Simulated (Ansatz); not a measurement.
`[SiH3]CS` → C• + 6 H• + S• + Si•  (atomization)

Calculated with Ansatz (gas phase, PBE0-D4/def2-TZVP geometries, no zero-point term in ΔE). CCSD(T)/CBS adds triple-zeta CCSD(T) − MP2 to the extrapolated MP2 energy (def2 sets, frozen cores). This one scheme is used for every species, atoms too. Functionals use def2-TZVPP. B3LYP here is the variant with VWN-RPA as its local correlation; programs differ in this. HSE06 is defined as in plane-wave codes. No spin–orbit coupling; open shells (•) take unrestricted orbitals. Spin–orbit coupling would lower the free atoms: a little for C, S, Si. One conformer a species, not always the lowest.

```tsv
level	ΔE (kJ/mol)	difference from CCSD(T)/CBS
LDA (SPW92)	3204.3	339.6
PBE-D4	2865.5	0.8
revPBE-D4	2819.5	-45.2
BLYP-D4	2831.5	-33.2
r2SCAN-D4	2860.7	-4.0
B97M-V	2875.6	10.9
B3LYP-D4	2857.3	-7.4
r2SCANh-D4	2851.1	-13.6
r2SCAN0-D4	2838.0	-26.7
HSE06-D4	2847.6	-17.1
BHLYP-D4	2810.1	-54.6
CAM-B3LYP-D4	2863.5	-1.2
ωB97X-V	2879.2	14.5
ωB97M-V	2873.7	9.0
B2PLYP	2820.0	-44.7
PBE-QIDH	2833.2	-31.5
PBE	2848.3	-16.4
revPBE	2766.8	-97.9
BLYP	2793.2	-71.5
r2SCAN	2856.7	-8.0
B3LYP	2829.3	-35.4
r2SCANh	2846.9	-17.8
r2SCAN0	2833.3	-31.4
HSE06	2834.1	-30.6
BHLYP	2788.5	-76.2
CAM-B3LYP	2848.9	-15.8
LC-ωPBE	2823.5	-41.2
HF/def2-SVP	2122.6	-742.1
MP2/def2-SVP	2666.8	-197.9
CCSD(T)/def2-SVP	2683.3	-181.4
HF/def2-TZVPP	2134.4	-730.3
MP2/def2-TZVPP	2787.8	-76.9
SCS-MP2/def2-TZVPP	2807.3	-57.4
CCSD/def2-TZVPP	2759.9	-104.8
CCSD(T)/def2-TZVPP	2791.7	-73.0
HF/def2-QZVPP	2138.4	-726.3
SCS-MP2/def2-QZVPP	2855.9	-8.8
HF/CBS(def2)	2139.0	-725.7
MP2/CBS(def2)	2860.8	-3.9
CCSD/CBS(def2)	2832.9	-31.8
CCSD(T)/CBS	2864.7	0
```

Largest T1 diagnostic among the species: 0.012.

From r2SCAN to r2SCAN0 (25 % exact exchange), in def2-TZVPP and without D4, ΔE moves by −23.4 kJ/mol: exact exchange takes away binding that semilocal exchange gives to molecules. The D4 term adds +28.0 kJ/mol with B3LYP and +14.4 kJ/mol with PBE0; it sums over pairs of atoms, weighted by their polarisabilities, and B3LYP, whose exchange is more repulsive, gets the larger term. At CCSD(T), def2-SVP lies −181.4 kJ/mol from the extrapolated value and def2-TZVPP −73.0 kJ/mol: correlation converges slowly with the basis, and small sets miss more of it in the bonded molecule than in its fragments.

For atomizations the MP2-based limit and the directly extrapolated one differ by several kJ/mol either way, and by 10 to 25 for some Ge, Se and Sn compounds, so smaller differences from it don't rank the levels.
